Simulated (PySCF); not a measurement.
`C=C=C=CC#N`, C₅H₃N

Molfile (atoms numbered from 1):
```
C5H3N
     RDKit          3D

  9  8  0  0  0  0  0  0  0  0999 V2000
   -2.3141    0.0466   -0.2039 C   0  0  0  0  0  0  0  0  0  0  0  0
   -1.0287   -0.1376   -0.3775 C   0  0  0  0  0  0  0  0  0  0  0  0
    0.2087   -0.3060   -0.5381 C   0  0  0  0  0  0  0  0  0  0  0  0
    1.5016   -0.4990   -0.7186 C   0  0  0  0  0  0  0  0  0  0  0  0
    2.4861    0.3332   -0.1267 C   0  0  0  0  0  0  0  0  0  0  0  0
    3.3092    0.9918    0.3404 N   0  0  0  0  0  0  0  0  0  0  0  0
   -3.0414   -0.6085   -0.6715 H   0  0  0  0  0  0  0  0  0  0  0  0
   -2.6838    0.8594    0.4124 H   0  0  0  0  0  0  0  0  0  0  0  0
    1.8609   -1.3163   -1.3379 H   0  0  0  0  0  0  0  0  0  0  0  0
  1  2  2  0
  2  3  2  0
  3  4  2  0
  4  5  1  0
  5  6  3  0
  1  7  1  0
  1  8  1  0
  4  9  1  0
M  END
```

The calculation used quadratic response CAM-B3LYP/def2-TZVPD first hyperpolarisability, Taylor convention, gas phase in PySCF 2.14.0. Geometry: PBE0-D3(BJ)/def2-TZVP.

(1) Give the tensor of the second harmonic β(−2ω;ω,ω) at 1907 nm in the axes of these coordinates.

Results:

(1) In au, Taylor convention; rows are the first index (the induced dipole):
```csv
,xx,yy,zz,xy,xz,yz
x,+236.6,+13.8,+25.9,-1.8,-5.8,-19.4
y,-1.0,+11.0,+3.2,+13.6,-18.7,-1.0
z,-5.3,-1.1,+8.3,-18.7,+25.3,+3.3
```
Norm of βᵢ = ⅓ Σⱼ (βᵢⱼⱼ + βⱼᵢⱼ + βⱼⱼᵢ): 276.0 au, hyper-Rayleigh value 107.8 au.
